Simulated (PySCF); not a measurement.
Reaction (SMILES): C1=CC1 → [C-]1=CC1 + H+
B3LYP-D3(BJ)/def2-TZVP geometries, fixed; electronic energies without zero-point terms.
Largest species:
```
C
H 1 1.0889
H 1 1.0889 2 113.66
C 1 1.5050 2 119.64 3 150.54
C 4 1.2868 1 64.69 2 105.61
H 5 1.0750 4 149.73 1 180.00
H 4 1.0750 5 149.73 6 0.00
```
Charge 0, spin multiplicity 1.

Effect of the auxiliary basis of density fitting at HF/aug-cc-pVTZ with PySCF, against the last row, where the deprotonation energy is 399.19 kcal/mol. The proton leaves the site shown, which need not be the most acidic. Cost is core time over that of density fitting: autoaux, rough, on shared machines of one kind; a dash marks a row that isn't timed (too short, read off another run, short of memory, by another algorithm or on other hardware).

```tsv
setting	fitting functions, largest species	largest shift of a total energy (mEh)	shift of the deprotonation energy (kcal/mol)	cost
density fitting: autoaux	963	0.005	0.001	1×
density fitting: def2-universal-jkfit	297	0.037	0.013	-
density fitting: cc-pvtz-jkfit	357	0.059	-0.006	0.5×
density fitting: cc-pvqz-jkfit	522	0.008	-0.007	0.6×
density fitting: none	-	0.000	0.000	6×
```

Within 0.02 kcal/mol in the deprotonation energy: density fitting: autoaux; density fitting: def2-universal-jkfit; density fitting: cc-pvtz-jkfit; density fitting: cc-pvqz-jkfit. The largest shift is 0.059 mEh in a total energy and 0.013 kcal/mol in the difference.
